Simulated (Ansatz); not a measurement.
# Diamond-structure Ge

Level of theory: LDA in Ansatz (plane waves, PAW).

Numerical settings: plane-wave cutoff 500 eV, 18×18×1 k mesh (along the axes of the cell as run), Fermi–Dirac smearing 0.05 eV, scalar-relativistic PAW data made under PBE.

Cell: relaxed at this level.

* **surface energy of the (111) face**: 2.23 J/m²
* **work function of the (111) face**: 5.34 eV

The slab of 12 atoms is relaxed and unreconstructed.

Static lattice: no zero-point or thermal effects.

The result took about 6 core-minutes (a rough figure).

Ansatz is a first-principles code.
